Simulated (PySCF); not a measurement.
Does the answer move with the share of exact exchange?

Compound: C5H11N.
InChI=1S/C5H11N/c1-5(2)4-6-3/h6H,1,4H2,2-3H3

Torsions of this conformer, `[CH2:1]=[C:2]([CH3:3])[CH2:4][NH:5][CH3:6]`: C1–C2–C4–N5 -121°, C2–C4–N5–C6 -176°.

PySCF, def2-SVPD basis, density fitting, gas phase, PBE0-D3(BJ)/def2-SVP geometry; singlet excitations by full TDDFT with frozen cores, triplets by Tamm–Dancoff TDDFT and ionisation energies by ΔSCF, from the lowest of the holes tried. One functional is left out:

| functional | exact exchange (%) | HOMO energy (eV) | LUMO energy (eV) | lowest singlet excitation (eV) | lowest triplet excitation (eV) | dipole moment (D) | mean polarisability (au) | vertical ionisation energy (eV) |
| --- | --- | --- | --- | --- | --- | --- | --- | --- |
| LDA | 0 | -5.17 | -0.90 | 4.32 | 4.24 | 0.658 | 77.8 | 8.66 |
| PBE | 0 | -5.08 | -0.69 | 4.42 | 4.33 | 0.622 | 76.6 | 8.50 |
| B3LYP | 20 | -6.28 | 0.08 | 5.40 | 4.38 | 0.666 | 74.4 | 8.57 |
| BHandHLYP | 50 | -7.87 | 1.17 | 6.46 | 4.23 | 0.716 | 71.9 | 8.58 |

Question: Predict the row of PBE0 (25 % exact exchange) by straight lines through the other rows, and check it.

Answer: 
| property | line | computed | computed − line | B3LYP (20 %), for comparison |
| --- | --- | --- | --- | --- |
| HOMO energy (eV) | -6.51 | -6.49 | +0.02 | -6.28 |
| LUMO energy (eV) | 0.21 | 0.33 | +0.12 | 0.08 |
| lowest singlet excitation (eV) | 5.47 | 5.61 | +0.14 | 5.40 |
| lowest triplet excitation (eV) | 4.29 | 4.29 | 0.00 | 4.38 |
| dipole moment (D) | 0.677 | 0.671 | -0.006 | 0.666 |
| mean polarisability (au) | 74.4 | 73.6 | -0.8 | 74.4 |
| vertical ionisation energy (eV) | 8.58 | 8.56 | -0.02 | 8.57 |

Question: Which of these properties follows the share of exact exchange most closely, and which least?

Answer: Most closely the HOMO energy, least the vertical ionisation energy; the correlations over the tabulated rows are HOMO energy -0.999, LUMO energy 0.995, lowest singlet excitation 0.994, mean polarisability -0.973, dipole moment 0.923, lowest triplet excitation -0.302, vertical ionisation energy -0.005. The HOMO energy moves by -0.550 eV for every 10 %. Functionals with the same share still differ in their other parts: at 0 % LDA and PBE differ by 0.09 eV in it.
